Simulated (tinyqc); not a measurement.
Inside a calculation (part 2 of 2). Method: UKS/PBE0 in the sto-3g basis, for CH2, spin multiplicity 3. Computed by tinyqc, a small Python program that keeps every step (integrals from PySCF). Command: `OMP_NUM_THREADS=1 python tinyqc.py 29774 29775 out.jsonl` (the two numbers bound the seeds that draw the settings). One thread of a shared host (Intel(R) Xeon(R) Processor @ 2.60GHz), about 4 s of CPU time with the checks.

Geometry (angstrom):
```
atom,x,y,z
C,0.000000,0.000000,0.000000
H,0.000000,1.167000,0.710000
H,0.000000,-1.167000,0.710000
```

## Iteration 2: exchange-correlation on the grid

D(alpha) after iteration 1:
```
,1C 1s,1C 2s,1C 2px,1C 2py,1C 2pz,2H 1s,3H 1s
1C 1s,1.069641,-0.285311,0.000000,0.000000,-0.011534,0.020332,0.020332
1C 2s,-0.285311,1.165801,0.000000,0.000000,0.057704,-0.077789,-0.077789
1C 2px,0.000000,0.000000,1.000000,0.000000,0.000000,0.000000,0.000000
1C 2py,0.000000,0.000000,0.000000,1.086165,0.000000,-0.077769,0.077769
1C 2pz,-0.011534,0.057704,0.000000,0.000000,1.032909,-0.049289,-0.049289
2H 1s,0.020332,-0.077789,0.000000,-0.077769,-0.049289,0.012765,0.001629
3H 1s,0.020332,-0.077789,0.000000,0.077769,-0.049289,0.001629,0.012765
```

D(beta) after iteration 1:
```
,1C 1s,1C 2s,1C 2px,1C 2py,1C 2pz,2H 1s,3H 1s
1C 1s,1.069175,-0.282415,0.000000,0.000000,-0.010262,0.017497,0.017497
1C 2s,-0.282415,1.148346,0.000000,0.000000,0.050266,-0.063035,-0.063035
1C 2px,0.000000,0.000000,0.000000,0.000000,0.000000,0.000000,0.000000
1C 2py,0.000000,0.000000,0.000000,0.000000,0.000000,0.000000,0.000000
1C 2pz,-0.010262,0.050266,0.000000,0.000000,1.029840,-0.044024,-0.044024
2H 1s,0.017497,-0.063035,0.000000,0.000000,-0.044024,0.005121,0.005121
3H 1s,0.017497,-0.063035,0.000000,0.000000,-0.044024,0.005121,0.005121
```

Becke grid with 15 radial and 50 angular points per atom, points of zero weight dropped. rho = sum D_ij phi_i phi_j; V_xc,ij = sum w v_xc phi_i phi_j plus the gradient terms; v_xc is d(rho eps)/d rho(s) for spin s at fixed gradient. Exact exchange is left to K.

The 12 grid points with the largest w rho, of 2246 (bohr, atomic units):
```
x,y,z,w,rho(alpha),rho(beta),eps_xc,v_xc(alpha)
0.484658,0.484658,-1.453973,0.378548,0.068650,0.059056,-0.336378,-0.424925
0.484658,-0.484658,-1.453973,0.378548,0.068650,0.059056,-0.336378,-0.424925
-0.484658,0.484658,-1.453973,0.378548,0.068650,0.059056,-0.336378,-0.424925
-0.484658,-0.484658,-1.453973,0.378548,0.068650,0.059056,-0.336378,-0.424925
-1.136623,0.000000,1.136623,0.418179,0.070686,0.044887,-0.329408,-0.422751
1.136623,0.000000,1.136623,0.418179,0.070686,0.044887,-0.329408,-0.422751
0.000000,1.136623,-1.136623,0.421835,0.069949,0.042815,-0.327263,-0.421164
0.000000,-1.136623,-1.136623,0.421835,0.069949,0.042815,-0.327263,-0.421164
1.136623,0.000000,-1.136623,0.423629,0.068353,0.042834,-0.325643,-0.418430
-1.136623,0.000000,-1.136623,0.423629,0.068353,0.042834,-0.325643,-0.418430
-0.331662,-0.331662,0.994987,0.133751,0.184340,0.159600,-0.450068,-0.595517
-0.331662,0.331662,0.994987,0.133751,0.184340,0.159600,-0.450068,-0.595517
```

electrons on the grid, sum of w rho = 7.999329

E_xc = sum of w rho eps_xc = -4.95999678 hartree

V_xc(alpha) (hartree):
```
,1C 1s,1C 2s,1C 2px,1C 2py,1C 2pz,2H 1s,3H 1s
1C 1s,-1.745630,-0.256482,0.000000,0.000000,-0.000401,-0.034532,-0.034532
1C 2s,-0.256482,-0.492217,0.000000,0.000000,-0.000044,-0.119240,-0.119240
1C 2px,0.000000,0.000000,-0.488750,0.000000,0.000000,0.000000,0.000000
1C 2py,0.000000,0.000000,0.000000,-0.487232,0.000000,-0.090365,0.090365
1C 2pz,-0.000401,-0.000044,0.000000,0.000000,-0.489735,-0.055453,-0.055453
2H 1s,-0.034532,-0.119240,0.000000,-0.090365,-0.055453,-0.157086,-0.019691
3H 1s,-0.034532,-0.119240,0.000000,0.090365,-0.055453,-0.019691,-0.157086
```

V_xc(beta) (hartree):
```
,1C 1s,1C 2s,1C 2px,1C 2py,1C 2pz,2H 1s,3H 1s
1C 1s,-1.725300,-0.243403,0.000000,0.000000,-0.000366,-0.032767,-0.032767
1C 2s,-0.243403,-0.420907,0.000000,0.000000,-0.000572,-0.101109,-0.101109
1C 2px,0.000000,0.000000,-0.396367,0.000000,0.000000,0.000000,0.000000
1C 2py,0.000000,0.000000,0.000000,-0.392601,0.000000,-0.073063,0.073063
1C 2pz,-0.000366,-0.000572,0.000000,0.000000,-0.463140,-0.051012,-0.051012
2H 1s,-0.032767,-0.101109,0.000000,-0.073063,-0.051012,-0.130611,-0.017445
3H 1s,-0.032767,-0.101109,0.000000,0.073063,-0.051012,-0.017445,-0.130611
```

## Iteration 2: building the Kohn-Sham matrix

core Hamiltonian H = T + V (hartree):
```
,1C 1s,1C 2s,1C 2px,1C 2py,1C 2pz,2H 1s,3H 1s
1C 1s,-18.536396,-4.470544,0.000000,0.000000,-0.011210,-0.600579,-0.600579
1C 2s,-4.470544,-5.486445,0.000000,0.000000,-0.125182,-1.589302,-1.589302
1C 2px,0.000000,0.000000,-4.386719,0.000000,0.000000,0.000000,0.000000
1C 2py,0.000000,0.000000,0.000000,-4.500703,0.000000,-1.229675,1.229675
1C 2pz,-0.011210,-0.125182,0.000000,0.000000,-4.428910,-0.768993,-0.768993
2H 1s,-0.600579,-1.589302,0.000000,-1.229675,-0.768993,-3.001081,-0.293863
3H 1s,-0.600579,-1.589302,0.000000,1.229675,-0.768993,-0.293863,-3.001081
```

nuclear repulsion = 4.87538605 hartree

Given earlier and not repeated: Two-electron integrals (ij|kl) in chemists' order.

J_ij = sum D_kl (ij|kl) with D = D(alpha) + D(beta), K_ij = sum D_kl (ik|jl) for each spin; F = H + J - 0.25 K(s) + V_xc; E = tr D H + tr D J / 2 - 0.125 sum_s tr D(s) K(s) + E_xc + E_nn.

Coulomb J (hartree):
```
,1C 1s,1C 2s,1C 2px,1C 2py,1C 2pz,2H 1s,3H 1s
1C 1s,12.252983,2.388630,0.000000,0.000000,0.001879,0.317663,0.317663
1C 2s,2.388630,5.470817,0.000000,0.000000,0.002443,1.486564,1.486564
1C 2px,0.000000,0.000000,5.443185,0.000000,0.000000,0.000000,0.000000
1C 2py,0.000000,0.000000,0.000000,5.437956,0.000000,1.206524,-1.206524
1C 2pz,0.001879,0.002443,0.000000,0.000000,5.514757,0.741508,0.741508
2H 1s,0.317663,1.486564,0.000000,1.206524,0.741508,2.987936,0.261153
3H 1s,0.317663,1.486564,0.000000,-1.206524,0.741508,0.261153,2.987936
```

exchange K(alpha) (hartree):
```
,1C 1s,1C 2s,1C 2px,1C 2py,1C 2pz,2H 1s,3H 1s
1C 1s,3.654533,0.672839,0.000000,0.000000,0.000226,0.095910,0.095910
1C 2s,0.672839,1.099106,0.000000,0.000000,0.002748,0.272329,0.272329
1C 2px,0.000000,0.000000,0.904438,0.000000,0.000000,0.000000,0.000000
1C 2py,0.000000,0.000000,0.000000,0.905432,0.000000,0.178251,-0.178251
1C 2pz,0.000226,0.002748,0.000000,0.000000,0.904834,0.108254,0.108254
2H 1s,0.095910,0.272329,0.000000,0.178251,0.108254,0.140276,0.047054
3H 1s,0.095910,0.272329,0.000000,-0.178251,0.108254,0.047054,0.140276
```

exchange K(beta) (hartree):
```
,1C 1s,1C 2s,1C 2px,1C 2py,1C 2pz,2H 1s,3H 1s
1C 1s,3.612093,0.609200,0.000000,0.000000,0.000364,0.083584,0.083584
1C 2s,0.609200,0.820082,0.000000,0.000000,0.005302,0.203692,0.203692
1C 2px,0.000000,0.000000,0.193166,0.000000,0.000000,0.000000,0.000000
1C 2py,0.000000,0.000000,0.000000,0.187147,0.000000,0.035274,-0.035274
1C 2pz,0.000364,0.005302,0.000000,0.000000,0.831148,0.100963,0.100963
2H 1s,0.083584,0.203692,0.000000,0.035274,0.100963,0.082836,0.058489
3H 1s,0.083584,0.203692,0.000000,-0.035274,0.100963,0.058489,0.082836
```

F(alpha) (hartree):
```
,1C 1s,1C 2s,1C 2px,1C 2py,1C 2pz,2H 1s,3H 1s
1C 1s,-8.942677,-2.506606,0.000000,0.000000,-0.009789,-0.341425,-0.341425
1C 2s,-2.506606,-0.782621,0.000000,0.000000,-0.123471,-0.290060,-0.290060
1C 2px,0.000000,0.000000,0.341607,0.000000,0.000000,0.000000,0.000000
1C 2py,0.000000,0.000000,0.000000,0.223663,0.000000,-0.158079,0.158079
1C 2pz,-0.009789,-0.123471,0.000000,0.000000,0.369904,-0.110000,-0.110000
2H 1s,-0.341425,-0.290060,0.000000,-0.158079,-0.110000,-0.205299,-0.064165
3H 1s,-0.341425,-0.290060,0.000000,0.158079,-0.110000,-0.064165,-0.205299
```

F(beta) (hartree):
```
,1C 1s,1C 2s,1C 2px,1C 2py,1C 2pz,2H 1s,3H 1s
1C 1s,-8.911736,-2.477617,0.000000,0.000000,-0.009788,-0.336578,-0.336578
1C 2s,-2.477617,-0.641555,0.000000,0.000000,-0.124637,-0.254770,-0.254770
1C 2px,0.000000,0.000000,0.611808,0.000000,0.000000,0.000000,0.000000
1C 2py,0.000000,0.000000,0.000000,0.497866,0.000000,-0.105032,0.105032
1C 2pz,-0.009788,-0.124637,0.000000,0.000000,0.414920,-0.103737,-0.103737
2H 1s,-0.336578,-0.254770,0.000000,-0.105032,-0.103737,-0.164464,-0.064778
3H 1s,-0.336578,-0.254770,0.000000,0.105032,-0.103737,-0.064778,-0.164464
```

total energy of this density = -37.24265413 hartree

## Iteration 2: diagonalisation and new density

X:
```
,1C 1s,1C 2s,1C 2px,1C 2py,1C 2pz,2H 1s,3H 1s
1C 1s,1.026075,-0.142862,0.000000,0.000000,-0.007230,0.020747,0.020747
1C 2s,-0.142862,1.139265,0.000000,0.000000,0.061209,-0.208808,-0.208808
1C 2px,0.000000,0.000000,1.000000,0.000000,0.000000,0.000000,0.000000
1C 2py,0.000000,0.000000,0.000000,1.090444,0.000000,-0.188750,0.188750
1C 2pz,-0.007230,0.061209,0.000000,0.000000,1.032573,-0.111591,-0.111591
2H 1s,0.020747,-0.208808,0.000000,-0.188750,-0.111591,1.117417,-0.013871
3H 1s,0.020747,-0.208808,0.000000,0.188750,-0.111591,-0.013871,1.117417
```

Diagonalise F' = X^T F X, C = X C', fill 5 alpha and 3 beta electrons from the bottom; D(s) = C_occ C_occ^T. Each column has its largest component positive (the first on a tie).

F' = X^T F X (alpha) (hartree):
```
,1,2,3,4,5,6,7
1,-8.722106,-1.422710,0.000000,0.000000,-0.017039,-0.013411,-0.013411
2,-1.422710,-0.180631,0.000000,0.000000,-0.036501,-0.190404,-0.190404
3,0.000000,0.000000,0.341607,0.000000,0.000000,0.000000,0.000000
4,0.000000,0.000000,0.000000,0.386038,0.000000,-0.222169,0.222169
5,-0.017039,-0.036501,0.000000,0.000000,0.428563,-0.134704,-0.134704
6,-0.013411,-0.190404,0.000000,-0.222169,-0.134704,-0.051136,-0.021466
7,-0.013411,-0.190404,0.000000,0.222169,-0.134704,-0.021466,-0.051136
```

orbital energies (alpha) (hartree): MO1 -8.953339, MO2 -0.320072, MO3 -0.198540, MO4 0.225936, MO5 0.341607, MO6 0.500700, MO7 0.554908

coefficients C (alpha):
```
,MO1,MO2,MO3,MO4,MO5,MO6,MO7
1C 1s,0.990064,-0.161003,0.000000,-0.253036,0.000000,-0.063057,0.000000
1C 2s,0.039695,0.444230,0.000000,1.046928,0.000000,0.338095,0.000000
1C 2px,0.000000,0.000000,0.000000,0.000000,1.000000,0.000000,0.000000
1C 2py,0.000000,0.000000,0.281119,0.000000,0.000000,0.000000,1.086873
1C 2pz,0.004210,0.144217,0.000000,-0.216203,0.000000,1.013583,0.000000
2H 1s,-0.007799,0.466444,0.615258,-0.517189,0.000000,-0.424588,-0.544968
3H 1s,-0.007799,0.466444,-0.615258,-0.517189,0.000000,-0.424588,0.544968
```

F' = X^T F X (beta) (hartree):
```
,1,2,3,4,5,6,7
1,-8.695126,-1.414372,0.000000,0.000000,-0.016618,-0.014361,-0.014361
2,-1.414372,-0.036151,0.000000,0.000000,-0.036274,-0.184562,-0.184562
3,0.000000,0.000000,0.611808,0.000000,0.000000,0.000000,0.000000
4,0.000000,0.000000,0.000000,0.671365,0.000000,-0.218237,0.218237
5,-0.016618,-0.036274,0.000000,0.000000,0.474083,-0.135051,-0.135051
6,-0.014361,-0.184562,0.000000,-0.218237,-0.135051,-0.024172,-0.021777
7,-0.014361,-0.184562,0.000000,0.218237,-0.135051,-0.021777,-0.024172
```

orbital energies (beta) (hartree): MO1 -8.920776, MO2 -0.252979, MO3 -0.122399, MO4 0.325127, MO5 0.545484, MO6 0.611808, MO7 0.791369

coefficients C (beta):
```
,MO1,MO2,MO3,MO4,MO5,MO6,MO7
1C 1s,0.990950,-0.134296,0.000000,-0.262618,-0.071878,0.000000,0.000000
1C 2s,0.036367,0.339902,0.000000,1.073933,0.372954,0.000000,0.000000
1C 2px,0.000000,0.000000,0.000000,0.000000,0.000000,1.000000,0.000000
1C 2py,0.000000,0.000000,0.146382,0.000000,0.000000,0.000000,1.113056
1C 2pz,0.003977,0.148410,0.000000,-0.229718,1.009999,0.000000,0.000000
2H 1s,-0.007243,0.518832,0.677164,-0.459960,-0.429637,0.000000,-0.465813
3H 1s,-0.007243,0.518832,-0.677164,-0.459960,-0.429637,0.000000,0.465813
```

D(alpha) after iteration 2:
```
,1C 1s,1C 2s,1C 2px,1C 2py,1C 2pz,2H 1s,3H 1s
1C 1s,1.070176,-0.297132,0.000000,0.000000,0.035656,0.048048,0.048048
1C 2s,-0.297132,1.294975,0.000000,0.000000,-0.162116,-0.334561,-0.334561
1C 2px,0.000000,0.000000,1.000000,0.000000,0.000000,0.000000,0.000000
1C 2py,0.000000,0.000000,0.000000,0.079028,0.000000,0.172960,-0.172960
1C 2pz,0.035656,-0.162116,0.000000,0.000000,0.067560,0.179054,0.179054
2H 1s,0.048048,-0.334561,0.000000,0.172960,0.179054,0.863658,0.106573
3H 1s,0.048048,-0.334561,0.000000,-0.172960,0.179054,0.106573,0.863658
```

D(beta) after iteration 2:
```
,1C 1s,1C 2s,1C 2px,1C 2py,1C 2pz,2H 1s,3H 1s
1C 1s,1.000017,-0.009610,0.000000,0.000000,-0.015989,-0.076854,-0.076854
1C 2s,-0.009610,0.116856,0.000000,0.000000,0.050589,0.176089,0.176089
1C 2px,0.000000,0.000000,0.000000,0.000000,0.000000,0.000000,0.000000
1C 2py,0.000000,0.000000,0.000000,0.021428,0.000000,0.099125,-0.099125
1C 2pz,-0.015989,0.050589,0.000000,0.000000,0.022041,0.076971,0.076971
2H 1s,-0.076854,0.176089,0.000000,0.099125,0.076971,0.727791,-0.189312
3H 1s,-0.076854,0.176089,0.000000,-0.099125,0.076971,-0.189312,0.727791
```

## Iteration 11 (converged): orbitals

converged F(alpha) (hartree):
```
,1C 1s,1C 2s,1C 2px,1C 2py,1C 2pz,2H 1s,3H 1s
1C 1s,-9.992377,-2.734245,0.000000,0.000000,-0.001514,-0.370700,-0.370700
1C 2s,-2.734245,-1.250152,0.000000,0.000000,0.003324,-0.376622,-0.376622
1C 2px,0.000000,0.000000,-0.161103,0.000000,0.000000,0.000000,0.000000
1C 2py,0.000000,0.000000,0.000000,-0.129163,0.000000,-0.213603,0.213603
1C 2pz,-0.001514,0.003324,0.000000,0.000000,-0.144454,-0.136971,-0.136971
2H 1s,-0.370700,-0.376622,0.000000,-0.213603,-0.136971,-0.234255,-0.074917
3H 1s,-0.370700,-0.376622,0.000000,0.213603,-0.136971,-0.074917,-0.234255
```

converged F(beta) (hartree):
```
,1C 1s,1C 2s,1C 2px,1C 2py,1C 2pz,2H 1s,3H 1s
1C 1s,-9.959015,-2.711551,0.000000,0.000000,-0.004509,-0.367004,-0.367004
1C 2s,-2.711551,-1.078460,0.000000,0.000000,-0.096446,-0.357936,-0.357936
1C 2px,0.000000,0.000000,0.135671,0.000000,0.000000,0.000000,0.000000
1C 2py,0.000000,0.000000,0.000000,-0.058849,0.000000,-0.206139,0.206139
1C 2pz,-0.004509,-0.096446,0.000000,0.000000,0.082567,-0.121785,-0.121785
2H 1s,-0.367004,-0.357936,0.000000,-0.206139,-0.121785,-0.219798,-0.067453
3H 1s,-0.367004,-0.357936,0.000000,0.206139,-0.121785,-0.067453,-0.219798
```

As before.

F' = X^T F X (alpha) (hartree):
```
,1,2,3,4,5,6,7
1,-9.771438,-1.461235,0.000000,0.000000,-0.023131,-0.018754,-0.018754
2,-1.461235,-0.642372,0.000000,0.000000,0.082926,-0.207764,-0.207764
3,0.000000,0.000000,-0.161103,0.000000,0.000000,0.000000,0.000000
4,0.000000,0.000000,0.000000,0.010920,0.000000,-0.218114,0.218114
5,-0.023131,0.082926,0.000000,0.000000,-0.091837,-0.133984,-0.133984
6,-0.018754,-0.207764,0.000000,-0.218114,-0.133984,-0.050024,-0.019341
7,-0.018754,-0.207764,0.000000,0.218114,-0.133984,-0.019341,-0.050024
```

orbital energies (alpha) (hartree): MO1 -10.000154, MO2 -0.576601, MO3 -0.319042, MO4 -0.225454, MO5 -0.161103, MO6 0.227197, MO7 0.299280

coefficients C (alpha):
```
,MO1,MO2,MO3,MO4,MO5,MO6,MO7
1C 1s,0.991861,-0.247871,0.000000,0.094913,0.000000,0.141120,0.000000
1C 2s,0.032797,0.844610,0.000000,-0.434411,0.000000,-0.711427,0.000000
1C 2px,0.000000,0.000000,0.000000,0.000000,1.000000,0.000000,0.000000
1C 2py,0.000000,0.000000,0.549673,0.000000,0.000000,0.000000,0.978867
1C 2pz,0.002362,0.019516,0.000000,0.774424,0.000000,-0.703414,0.000000
2H 1s,-0.006247,0.206797,0.455465,0.323850,0.000000,0.719519,-0.684167
3H 1s,-0.006247,0.206797,-0.455465,0.323850,0.000000,0.719519,0.684167
```

F' = X^T F X (beta) (hartree):
```
,1,2,3,4,5,6,7
1,-9.739509,-1.465388,0.000000,0.000000,-0.013168,-0.017676,-0.017676
2,-1.465388,-0.455451,0.000000,0.000000,-0.019235,-0.213947,-0.213947
3,0.000000,0.000000,0.135671,0.000000,0.000000,0.000000,0.000000
4,0.000000,0.000000,0.000000,0.088880,0.000000,-0.224339,0.224339
5,-0.013168,-0.019235,0.000000,0.000000,0.131320,-0.123083,-0.123083
6,-0.017676,-0.213947,0.000000,-0.224339,-0.123083,-0.039572,-0.016473
7,-0.017676,-0.213947,0.000000,0.224339,-0.123083,-0.016473,-0.039572
```

orbital energies (beta) (hartree): MO1 -9.965849, MO2 -0.474317, MO3 -0.289275, MO4 0.033452, MO5 0.135671, MO6 0.287028, MO7 0.355057

coefficients C (beta):
```
,MO1,MO2,MO3,MO4,MO5,MO6,MO7
1C 1s,0.992455,-0.214315,0.000000,-0.167482,0.000000,-0.123308,0.000000
1C 2s,0.030544,0.701825,0.000000,0.721297,0.000000,0.628905,0.000000
1C 2px,0.000000,0.000000,0.000000,0.000000,1.000000,0.000000,0.000000
1C 2py,0.000000,0.000000,0.496370,0.000000,0.000000,0.000000,1.006945
1C 2pz,0.002816,0.154663,0.000000,-0.621651,0.000000,0.827365,0.000000
2H 1s,-0.005929,0.301213,0.491512,-0.387750,0.000000,-0.651365,-0.658748
3H 1s,-0.005929,0.301213,-0.491512,-0.387750,0.000000,-0.651365,0.658748
```

D(alpha) after iteration 11:
```
,1C 1s,1C 2s,1C 2px,1C 2py,1C 2pz,2H 1s,3H 1s
1C 1s,1.054238,-0.218055,0.000000,0.000000,0.071008,-0.026717,-0.026717
1C 2s,-0.218055,0.903154,0.000000,0.000000,-0.319857,0.033773,0.033773
1C 2px,0.000000,0.000000,1.000000,0.000000,0.000000,0.000000,0.000000
1C 2py,0.000000,0.000000,0.000000,0.302141,0.000000,0.250357,-0.250357
1C 2pz,0.071008,-0.319857,0.000000,0.000000,0.600119,0.254818,0.254818
2H 1s,-0.026717,0.033773,0.000000,0.250357,0.254818,0.355131,-0.059766
3H 1s,-0.026717,0.033773,0.000000,-0.250357,0.254818,-0.059766,0.355131
```

D(beta) after iteration 11:
```
,1C 1s,1C 2s,1C 2px,1C 2py,1C 2pz,2H 1s,3H 1s
1C 1s,1.030897,-0.120098,0.000000,0.000000,-0.030352,-0.070439,-0.070439
1C 2s,-0.120098,0.493492,0.000000,0.000000,0.108632,0.211218,0.211218
1C 2px,0.000000,0.000000,0.000000,0.000000,0.000000,0.000000,0.000000
1C 2py,0.000000,0.000000,0.000000,0.246383,0.000000,0.243972,-0.243972
1C 2pz,-0.030352,0.108632,0.000000,0.000000,0.023929,0.046570,0.046570
2H 1s,-0.070439,0.211218,0.000000,0.243972,0.046570,0.332348,-0.150820
3H 1s,-0.070439,0.211218,0.000000,-0.243972,0.046570,-0.150820,0.332348
```

## Convergence

Stop when the energy changes by less than 1e-09 hartree and every element of the error matrix X^T (F D S - S D F) X (for each spin) is below 9e-06.

Course of the cycle:
```
iteration,E (hartree),change,largest element of the error matrix
1,-12.46331107,-,8.04e-02
2,-37.24265413,-2.48e+01,2.54e-01
3,-38.02243422,-7.80e-01,2.20e-01
4,-38.52034419,-4.98e-01,5.07e-02
5,-38.53470680,-1.44e-02,4.23e-03
6,-38.53483332,-1.27e-04,2.39e-03
7,-38.53485614,-2.28e-05,7.56e-04
8,-38.53485936,-3.22e-06,1.04e-04
9,-38.53485945,-9.30e-08,2.16e-05
10,-38.53485946,-3.31e-09,1.34e-06
11,-38.53485946,-2.08e-11,3.65e-08
```

PySCF UKS in the same basis, fine grid, after a stability check = -38.53232082 hartree

Converged in 11 iterations. The coarse grid moves the energy by -2.54e-03 hartree.

## Populations, bond orders and dipole

overlap S:
```
,1C 1s,1C 2s,1C 2px,1C 2py,1C 2pz,2H 1s,3H 1s
1C 1s,1.000000,0.248362,0.000000,0.000000,0.000000,0.033006,0.033006
1C 2s,0.248362,1.000000,0.000000,0.000000,0.000000,0.345308,0.345308
1C 2px,0.000000,0.000000,1.000000,0.000000,0.000000,0.000000,0.000000
1C 2py,0.000000,0.000000,0.000000,1.000000,0.000000,0.310385,-0.310385
1C 2pz,0.000000,0.000000,0.000000,0.000000,1.000000,0.188838,0.188838
2H 1s,0.033006,0.345308,0.000000,0.310385,0.188838,1.000000,0.067165
3H 1s,0.033006,0.345308,0.000000,-0.310385,0.188838,0.067165,1.000000
```

Mulliken: Z minus the diagonal of D S on the atom; Loewdin: the same with S^(1/2) D S^(1/2); Mayer order: 2 sum_s sum (D(s) S)_ij (D(s) S)_ji over the two atoms.

Charges (e):
```
atom,Mulliken,Loewdin,Mulliken spin
1C,-0.069855,-0.039119,1.979248
2H,0.034928,0.019559,0.010376
3H,0.034928,0.019559,0.010376
```

Mayer bond orders:
```
pair,order
2-1,0.961524
3-1,0.961524
3-2,0.037148
```

dipole moment about the origin, x y z (debye): 0.000000  0.000000  0.328868

<S^2> of the determinant (pure state: 2) = 2.004650
